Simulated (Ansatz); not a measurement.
Fluorite CdF2, treated with r²SCANh (plane waves, PAW; Ansatz, a program for electronic structure).

Settings: plane-wave cutoff 600 eV, 8×8×8 k mesh, scalar-relativistic PAW data made under PBE.

Computed at the level's own relaxed cell.

```
CdF2
1.0
    0.00000     2.68765     2.68765
    2.68765     0.00000     2.68765
    2.68765     2.68765     0.00000
Cd F
1 2
Direct
  0.00000   0.00000   0.00000
  0.25000   0.25000   0.25000
  0.75000   0.75000   0.75000
```

### Question
Give the elastic tensor (Voigt notation, GPa, ions relaxed, in the Cartesian axes of the cell as printed).

### Answer

```
  195.6    75.4    75.4     0.0     0.0     0.0
   75.4   195.6    75.4     0.0     0.0     0.0
   75.4    75.4   195.6     0.0     0.0     0.0
    0.0     0.0     0.0    24.9     0.0     0.0
    0.0     0.0     0.0     0.0    24.9     0.0
    0.0     0.0     0.0     0.0     0.0    24.9
```
